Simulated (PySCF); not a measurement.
# C5H12 (pentane): the cost of one run

Computed with PySCF 2.14.0, with density-fitted response routines of our own, on a single molecule in the gas phase. Atoms are numbered from 0 throughout.

## 1. Starting geometry

17 atoms, charge 0, multiplicity 1; geometry from: MMFF94s. The atoms were then displaced at random by about 0.03 Å, so the start is not that level's minimum.

Bonds of the start (Å): C0–C1 1.48, C1–C2 1.50, C2–C3 1.68, C3–C4 1.46, C0–H5 1.19, C0–H6 1.11, C0–H7 1.00, C1–H8 1.11, C1–H9 1.13, C2–H10 1.12, C2–H11 1.04, C3–H12 1.15, C3–H13 1.12, C4–H14 1.06, C4–H15 1.15, C4–H16 1.05.

## 2. Relaxing the molecule at PBE0-D3(BJ)/def2-SVP

The job: settings as JSON, then the geometry in Å.

```
{"job": {"xc": "PBE0", "basis": "def2-SVP", "d3": "d3bj", "grid": 1, "shake": 0.03, "kind": "geom"}, "charge": 0, "multiplicity": 1}
C     -2.458360    -0.362310     0.317980
C     -1.243290     0.419660     0.648350
C     -0.076230    -0.259890    -0.003360
C      1.381920     0.479550     0.365670
C      2.480740    -0.226720    -0.282440
H     -3.383800     0.236240     0.760580
H     -2.651020    -0.306980    -0.776630
H     -2.457100    -1.302970     0.650250
H     -1.293350     1.488220     0.368060
H     -1.120650     0.451980     1.774890
H      0.012450    -1.301560     0.393760
H     -0.118820    -0.277520    -1.047190
H      1.149490     1.542400     0.001130
H      1.359580     0.507340     1.485750
H      2.394990    -0.253080    -1.341610
H      3.404490     0.370800     0.037440
H      2.590420    -1.205760     0.094210
```

Run with:

```
$ OMP_NUM_THREADS=1 python probes_run.py task.json out
```

This one command runs all jobs of the session in turn.

Q: Estimate the wall time and peak memory of this first job on 1 thread of Arm Neoverse V1, shared host.

About 36 s, with a peak of 0.49 GiB.
